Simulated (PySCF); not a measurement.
Start geometry of `C=C/C=C/C=C` from GFN2-xTB (Å):
```
atom  x, y, z in Å
C1    -2.9572    0.9024   -0.4330
C2    -1.8929    0.3180    0.1136
C3    -0.5372    0.5984   -0.2776
C4     0.5374    0.0108    0.2741
C5     1.8927    0.2930   -0.1175
C6     2.9572   -0.2894    0.4306
H7    -3.9604    0.6720   -0.1190
H8    -2.8572    1.6341   -1.2179
H9    -2.0217   -0.4150    0.9001
H10   -0.4023    1.3306   -1.0641
H11    0.4032   -0.7213    1.0611
H12    2.0216    1.0253   -0.9046
H13    2.8560   -1.0212    1.2152
H14    3.9602   -0.0582    0.1168
```

Problem. What comes out of this run: PySCF, LC-wPBE/def2-SV(P) geometry optimisation, gas phase?

Solution. 
```
atom  x, y, z in Å
C1    -2.8913    0.8981   -0.4159
C2    -1.8214    0.3178    0.1322
C3    -0.4421    0.5998   -0.2581
C4     0.6313    0.0160    0.2939
C5     2.0106    0.2979   -0.0965
C6     3.0804   -0.2824    0.4519
H7    -3.9063    0.6531   -0.0885
H8    -2.7902    1.6418   -1.2145
H9    -1.9592   -0.4225    0.9296
H10   -0.2973    1.3394   -1.0556
H11    0.4865   -0.7237    1.0913
H12    2.1485    1.0381   -0.8940
H13    2.9784   -1.0260    1.2506
H14    4.0954   -0.0375    0.1245
```

The energy falls by 1.5 kcal/mol over 5 energy and gradient evaluations, the largest force component goes from 0.0130 to 4.4e-04 Eh/bohr, and the atoms move by 0.029 Å rms after alignment. Among the bonds, C2–C3 and C4–C5 change most and about equally (+0.022 Å). Bonds longer at the end by more than 0.005 Å: 10 of 13; shorter: 0. Rotational constants go from 26807, 1360, 1294 to 26368, 1334, 1270 MHz. The orientation of the end geometry is arbitrary; only internal coordinates are fixed.

The run used 100 basis functions and 30 SCF cycles in all. Hardware: one thread, Arm Neoverse V1 (aarch64), on a shared host. Cost: 33 s wall, 0.53 GiB resident at most.

No LC-wPBE/def2-SV(P) frequencies stand behind this structure, so it isn't proved a minimum. The numbers are those of one conformer.
